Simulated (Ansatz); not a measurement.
The same path of CH$_{4}$BF (7 atoms, charge 0, multiplicity 1) was run twice with different band settings. Lost on the way: B1–H2, B1–C3. Made: H2–C3.

All numbers below come from RKS r2SCANh-D4/def2-SVP (Ansatz).

Relaxed end points:

```xyz
7
Properties=species:S:1:pos:R:3
B 0.265 -0.019 0.371
H -0.074 -0.293 1.501
C 1.750 0.025 -0.091
H 2.192 -0.978 0.033
H 1.885 0.346 -1.132
H 2.335 0.680 0.574
F -0.715 0.239 -0.486
```

```xyz
7
Properties=species:S:1:pos:R:3
B -1.552 -0.202 0.145
H 1.408 0.292 1.199
C 2.038 0.099 0.323
H 1.875 -0.927 -0.028
H 1.783 0.804 -0.477
H 3.091 0.226 0.598
F -1.004 -0.291 -0.990
```

Common settings: movable images 7; climbing image yes; optimiser quadratic models (default); start path through a guess of the saddle point; force threshold 0.03 eV/Å; iteration limit 60; end points relaxed.

| run | spring |
| --- | --- |
| 1 | 5.0 eV/Å² |
| 2 | 0.1 eV/Å² |

(1) What does each run give, and how far can it be trusted?

## Answers

(1) Run 1: converged after 17 iterations, highest image 4.494 eV above the first end. Neighbouring images differ by up to 2.8 eV, so the band resolves the path poorly. A vibrational analysis at the climbing image gives one clearly imaginary mode, 1509i cm⁻¹: a first-order saddle point.
Run 2: converged after 13 iterations, highest image 4.494 eV above the first end. Neighbouring images differ by up to 2.8 eV, so the band resolves the path poorly. Another band between the same ends (7 images) ends at a top of the same energy, where a vibrational analysis finds 1 clearly imaginary mode.
The orbitals stay closed-shell, which can raise the energy where a bond breaks towards radicals; this wasn't checked here.
